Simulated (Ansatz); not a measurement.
Compare A (`C=C=C(N)F`) with its isomer B (`CC1(F)C=N1`).

Gas-phase electronic energies from Ansatz, PBE0-D4/def2-TZVP geometries. CCSD(T)/CBS adds triple-zeta CCSD(T) − MP2 to the extrapolated MP2 energy (def2 sets, frozen cores). Functionals use def2-TZVPP. B3LYP here is the variant with VWN-RPA as its local correlation; programs differ in this. Each species was taken in one conformer, which may not be the lowest.

Q: Which is lower in electronic energy at CCSD(T)/CBS, and by how much? (Estimate.)

A: Ansatz gave: B, by 6.2 kJ/mol.

Q: Give E(B) − E(A) in kJ/mol with HF/def2-TZVPP, B3LYP-D4, CCSD(T)/def2-TZVPP, PBE-D4, MP2/def2-TZVPP, CCSD/def2-TZVPP, B3LYP. (Estimate.)

A: Ansatz gave: HF/def2-TZVPP 0.2, B3LYP-D4 15.3, CCSD(T)/def2-TZVPP -7.9, PBE-D4 6.2, MP2/def2-TZVPP -18.6, CCSD/def2-TZVPP -7.6, B3LYP 16.7. The order is the other way round with B3LYP-D4, PBE-D4, B3LYP.

Q: Does the order hold for the free energy at 298.15 K (harmonic terms from PBE0-D4)? (Best estimate.)

A: Ansatz gave: Yes: G(B) − G(A) = -5.4 kJ/mol, for one conformer each.

Largest T1 diagnostic: 0.012.

From PBE to PBE0 (25 % exact exchange), in def2-TZVPP and without D4, E(B) − E(A) moves by −8.3 kJ/mol. Leaving LDA and LC-ωPBE aside and taking each functional with its dispersion term where it has one, the values, not all of them listed here, spread over 39.6 kJ/mol, from ωB97X-V to BLYP-D4. LDA lies +4.9 kJ/mol from PBE without D4.
